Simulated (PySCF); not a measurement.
Computed with PySCF and rigid-rotor harmonic-oscillator thermochemistry at 1 bar. The comparison is the NASA 1993 polynomial table, which mixes measured and estimated data. 6-31G* has spherical d functions here. Open shells (unrestricted): CCl (multiplicity 2, electronic degeneracy 4). Spin-orbit splitting is ignored; it lowers the true energy and changes the entropy of CCl. B3LYP is the form with VWN-RPA correlation. The harmonic model lacks anharmonicity and excited electronic states, which grow with temperature; levels with a mode under 35 cm⁻¹ are left out. The table's entry may be an old estimate for CCl (not checked at source).

Harmonic frequencies at B3LYP/6-31G* (cm⁻¹): 834. Point group C∞v; S°(298 K) = 225.4 J/mol/K at this level.

Problem. Work out Cp and S° of gaseous CCl at 500, 800, 1200, 1600, 2000 K from these, and set them beside the table.

Solution. 
```csv
T (K),Cp B3LYP/6-31G*,Cp table,S° B3LYP/6-31G*,S° table
500,34.4,34.6,242.5,241.8
800,36.0,36.3,259.1,258.5
1200,36.8,37.2,273.8,273.4
1600,37.0,37.7,284.5,284.2
2000,37.2,38.0,292.7,292.6
```
Units J/mol/K.
